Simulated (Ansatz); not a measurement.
# CHClF+ (SMILES F[CH+]Cl): functionals against CCSD(T) at one geometry

One table from this session's results is given with a row withheld; the runs are named, their logs left out.

Program: Ansatz 0.2.0, Gaussian basis. Level of theory: single points in def2-TZVPP. These are calculated values, not measurements.

Correlated methods freeze the cores.

## The system as given

SMILES `F[CH+]Cl`, 4 atoms, charge 1, spin multiplicity 1.

Atoms are counted from 1 here; the program's logs count them from 0.

Bond lengths: F1–C2 1.357 Å, C2–Cl3 1.691 Å, C2–H4 1.114 Å. Angles: F1–C2–Cl3 119.8°, F1–C2–H4 114.2°, Cl3–C2–H4 125.9°.

As a file:

```
F     0.3352   -1.0109    0.8093
C     0.0799    0.0705    0.0307
Cl   -1.2584    0.0641   -1.0027
H     0.7766    0.9250    0.1928
```

Set-up of the first run:

run/in.yaml

```yaml
crystal:
  periodic: [false, false, false]
  atoms:
    - {symbol: F, position_ang: [0.335200, -1.010900, 0.809300]}
    - {symbol: C, position_ang: [0.079900, 0.070500, 0.030700]}
    - {symbol: Cl, position_ang: [-1.258400, 0.064100, -1.002700]}
    - {symbol: H, position_ang: [0.776600, 0.925000, 0.192800]}
basis:
  gaussian: {orbitals: def2-TZVPP}
total_charge: 1
correlation: {method: ccsd_t}
output: {forces: true}
```

The command line of these runs was not kept.

Steps of the session up to this table: CCSD(T)/def2-TZVPP; PBE0-D4/def2-TZVPP; wB97M-V/def2-TZVPP; r2SCAN-D4/def2-TZVPP; PBE-D4/def2-TZVPP; HSE06-D4/def2-TZVPP; wB97X-V/def2-TZVPP.

One of the session's tables, all rows but one given; the rest of the session is left out.

```
   method  RMS force component (eV/Å)  angle to CCSD(T) forces (°)
  CCSD(T)                       1.878                    reference
  PBE0-D4                       2.071                          2.1
  wB97M-V                       1.995                          1.4
r2SCAN-D4                           ?                            ?
   PBE-D4                       1.643                          3.6
 HSE06-D4                       2.067                          2.1
  wB97X-V                       2.028                          2.6
```

Q: Estimate the row for r2SCAN-D4 from the others.

**Answer.** RMS force component (eV/Å): 1.866; angle to CCSD(T) forces (°): 1.6. In the column «RMS force component (eV/Å)» it lies between PBE-D4 (1.643) and CCSD(T) (1.878).
